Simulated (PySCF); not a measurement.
## AlF and its ions

RHF-SCS-MP2; PySCF, no relativity, basis sets Al def2-TZVPPD, F def2-TZVPPD. Neutral (RHF): singlet (closed shell), Re = 1.672 Å, ωe = 780 cm⁻¹, De = 7.02 eV.

AlF⁺ (UHF): doublet (σ ↑), Re = 1.606 Å, ωe = 944 cm⁻¹, De = 3.38 eV to Al⁺ + F. The energies at the minima are -341.78264 hartree for AlF and -341.43566 for AlF⁺.

Question: Work out the adiabatic ionisation energy, without and with harmonic zero-point energies (1 hartree = 27.2114 eV, 1 eV = 8065.5 cm⁻¹), and the change of the bond length.

Answer: At SCS-MP2: 0.34698 hartree = 9.442 eV between the minima; the zero-point term (944.0 − 780.0)/2 cm⁻¹ = +0.010 eV makes it 9.452 eV. Re changes by -6.6 pm against the neutral. The electron leaves a σ orbital, and the shorter bond of the ion fits an antibonding orbital, or a change in how ionic the bond is.

Correlated steps freeze 6 core orbitals. For an ion De counts to the pair picked by the measured ionisation energies or electron affinities, which need not be the lowest pair at this level. Where the molecule has an RHF reference, its open-shell atoms are computed with UHF. States were picked by a PBE0 search and need not be the measured ground states.

Neutral and ion stand on different kinds of reference determinant, which adds to the error of the difference.
